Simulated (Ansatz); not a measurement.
How far a parabola holds: energy against volume of grey tin (α-Sn)

Grey tin (α-Sn) was calculated with PBE in Ansatz (PAW). Numerical settings: plane-wave cutoff 520 eV, 10×10×10 k mesh, Fermi–Dirac smearing 0.01 eV, scalar-relativistic PAW data made under PBE. The cell has no free parameter but its volume, all volumes share cutoff and mesh, and the runs aren't spin-polarised. Energies are free energies at the run's smearing, counted from the lowest row; static lattice.

```
V (Å³/atom)  E (meV/atom)
-----------  ------------
34.593                  ?
35.329               7.35
36.065               1.85
36.801               0.00
37.538               1.31
38.274               5.54
```

Fit E of the 5 rows that show it with a parabola. With u = V - 36.8, the rows have u = -1.4710, -0.7350, 0.0010, 0.7380, 1.4740. Least squares gives E = -0.021 - 0.5739·u + 2.9810·u². Residuals (row less fit): 0.076, -0.161, 0.022, 0.131, -0.070; standard error 0.165 (degrees of freedom: 2). The fitted curve has its minimum at V = 36.9, where E = -0.05. Its curvature is d²E/dV² = 2 × 2.9810 meV/Å⁶, so B = V0·d²E/dV² × 0.1602 = 35.2 GPa.

Problem. Predict the withheld E at V = 34.593 from the fit, and compare with the calculation.

Solution. u = -2.2070, so E = -0.021 - 0.5739 × (-2.2070) + 2.9810 × (-2.2070)² = 15.766 meV/atom. The calculation gives 17.00 meV/atom, 1.234 meV/atom above the prediction (7.3 % of the range of E in the table). The row lies outside the fitted rows, so this is an extrapolation. From the scatter of the fitted rows alone, a prediction at this place has a standard error of 0.390 meV/atom, so the miss is 3.2 times that.

The residuals are curvature that a parabola lacks, not noise. A solid that stiffens under compression and softens on expansion lies above the parabola at the compressed end and under it at the expanded end, as this row does. A third-order Birch-Murnaghan fit to the whole scan has B0 = 35.1 GPa. Only scans are tabulated whose curvature falls smoothly with volume, and where the parabola meets the shown rows within 5 % of their range and misses the end by 0.1 meV or more.

Measured, for comparison: bulk modulus 42.8 GPa (0 K value with the zero-point phonon effect removed; as tabulated in Mejia-Rodriguez and Trickey (2018), arXiv:1807.09216). Computed less measured: bulk modulus -18 %.

Spin–orbit coupling is not included.

Ansatz is a program for electronic structure.
